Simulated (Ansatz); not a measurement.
**What each rung costs, and what it gives**

The pair of HCl (SMILES Cl, atoms 1–2) and CH6Si (SMILES C[SiH3], atoms 3–10), both closed shells, in one local arrangement (a lower one may exist), relaxed at PBE0-D4/def2-TZVP:

```json
{"atom": "Cl1", "x (Å)": "0.7675", "y (Å)": "-0.9588", "z (Å)": "-2.9632"}
{"atom": "H2", "x (Å)": "0.4540", "y (Å)": "0.0201", "z (Å)": "-2.1906"}
{"atom": "C3", "x (Å)": "0.0344", "y (Å)": "-0.8402", "z (Å)": "0.8114"}
{"atom": "Si4", "x (Å)": "-0.3228", "y (Å)": "0.9669", "z (Å)": "0.5102"}
{"atom": "H5", "x (Å)": "-0.5878", "y (Å)": "-1.4732", "z (Å)": "0.1751"}
{"atom": "H6", "x (Å)": "-0.1669", "y (Å)": "-1.0999", "z (Å)": "1.8533"}
{"atom": "H7", "x (Å)": "1.0801", "y (Å)": "-1.0725", "z (Å)": "0.5978"}
{"atom": "H8", "x (Å)": "-0.0429", "y (Å)": "1.3238", "z (Å)": "-0.9159"}
{"atom": "H9", "x (Å)": "0.5340", "y (Å)": "1.8413", "z (Å)": "1.3531"}
{"atom": "H10", "x (Å)": "-1.7496", "y (Å)": "1.2925", "z (Å)": "0.7690"}
```

Interaction energies are counterpoise-corrected; the time is that of the whole pair.

Ansatz 0.2.0; basis: as named in each row; cores frozen in the correlated methods. B3LYP uses VWN-RPA correlation. Extrapolation: Hartree–Fock as exp(−7.88 √X), correlation as X^−2.97.

Times are rough, for one single point on 4 threads of a shared host (Arm Neoverse V2).

The estimate by CCSD(T) at an estimated basis limit (MP2 extrapolated from triple and quadruple zeta, plus CCSD(T) − MP2 in triple zeta) is -0.078 eV.

| method | basis | time (s) | interaction energy (eV) | method less estimate |
| --- | --- | --- | --- | --- |
| HF | STO-3G | under 1 | 0.051 | 0.129 |
| PBE-D4 | STO-3G | under 1 | -0.092 | -0.014 |
| SPW92 | def2-SVP | under 1 | -0.145 | -0.067 |
| B3LYP-D4 | 6-31G | under 1 | -0.091 | -0.013 |
| PBE-D4 | def2-SVP | under 1 | -0.096 | -0.018 |
| PBE0-D4 | def2-SVP | under 1 | -0.081 | -0.003 |
| CCSD(T) | def2-SVP | 1 | 0.005 | 0.083 |
| PBE-D4 | def2-TZVPPD | 2 | -0.112 | -0.034 |
| revPBE-D4 | def2-TZVPPD | 2 | -0.089 | -0.011 |
| BLYP-D4 | def2-TZVPPD | 2 | -0.090 | -0.012 |
| HSE06-D4 | def2-TZVPPD | 2 | -0.098 | -0.020 |
| PBE0-D4 | def2-TZVPPD | 2 | -0.098 | -0.020 |
| B3LYP-D4 | def2-TZVPPD | 2 | -0.090 | -0.012 |
| wB97M-V | def2-SVP | 2 | -0.054 | 0.024 |
| r2SCAN-D4 | def2-TZVPPD | 3 | -0.089 | -0.011 |
| B2PLYP | def2-TZVPPD | 4 | -0.042 | 0.036 |
| wB97X-V | def2-TZVPPD | 6 | -0.077 | 0.002 |
| B97M-V | def2-TZVPPD | 6 | -0.092 | -0.014 |
| wB97M-V | def2-TZVPPD | 6 | -0.077 | 0.002 |
| MP2 | def2-QZVPPD | 13 | -0.082 | -0.004 |
| CCSD(T) | def2-TZVPPD | 60 | -0.064 | 0.014 |

The T1 diagnostic stays at or below 0.010.
